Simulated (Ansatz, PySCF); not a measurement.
Species: PH₃, charge 0, singlet. PH3 (SMILES P).
B3LYP-D3(BJ)/def2-TZVP minimum from Ansatz (an electronic-structure program):
```xyz
4

P      0.0029     0.0016     0.1282
H     -0.0038     1.1839    -0.6561
H      1.0120    -0.6137    -0.6568
H     -1.0521    -0.5944    -0.6098
```

Property: enthalpy of formation at 298 K (by atomisation, with ideal-gas terms from PySCF's Hessian at B3LYP-D3(BJ)/def2-TZVP and the atoms' measured values of the G2/97 table; no spin-orbit terms), in kcal/mol. UHF or UKS for unpaired electrons; spin-orbit terms are left out. CBS(X,Y): correlation extrapolated as X^-3, Hartree-Fock from the larger set (Q,5: extrapolated as (X+1)exp(-9√X)). A bracket is a step between two methods taken in the basis named. Functionals run without relativity, which enters their misses. Double hybrids freeze cores in their MP2 part. 'core' is core correlation in cc-pwCVTZ (1s frozen past Ne), 'X2C' scalar relativity in cc-pVTZ-DK, both at CCSD(T). For partners of very few electrons the exact lower level stands in for a higher one.

Measured: 1.3 kcal/mol, 5.4 kJ/mol (G2/97 table in ASE (Curtiss et al.)).

Problem. How far off this value is PBE/def2-TZVPD (Ansatz), in which direction, and which of these levels come nearer: B3LYP/def2-TZVPD, wB97M-V/def2-TZVPD, B2PLYP/def2-TZVPD, CCSD(T)/CBS(cc-pV(Q+d)Z,cc-pV(5+d)Z) + core + X2C?

Solution. PBE gives 4.1 kcal/mol, 2.8 kcal/mol above it. Errors of the others: B3LYP/def2-TZVPD (Ansatz) -2.4; wB97M-V/def2-TZVPD (Ansatz) -3.1; B2PLYP/def2-TZVPD (Ansatz) 3.8; CCSD(T)/CBS(cc-pV(Q+d)Z,cc-pV(5+d)Z) + core + X2C (Ansatz) 0.4; CCSD(T)/CBS(cc-pV(Q+d)Z,cc-pV(5+d)Z) + [CCSDT(Q) - CCSD(T)]/cc-pV(Q+d)Z + [CCSDTQ - CCSDT(Q)]/cc-pV(D+d)Z + core + X2C (Ansatz) 0.3 kcal/mol. Nearer than PBE: B3LYP/def2-TZVPD, CCSD(T)/CBS(cc-pV(Q+d)Z,cc-pV(5+d)Z) + core + X2C, CCSD(T)/CBS(cc-pV(Q+d)Z,cc-pV(5+d)Z) + [CCSDT(Q) - CCSD(T)]/cc-pV(Q+d)Z + [CCSDTQ - CCSDT(Q)]/cc-pV(D+d)Z + core + X2C.
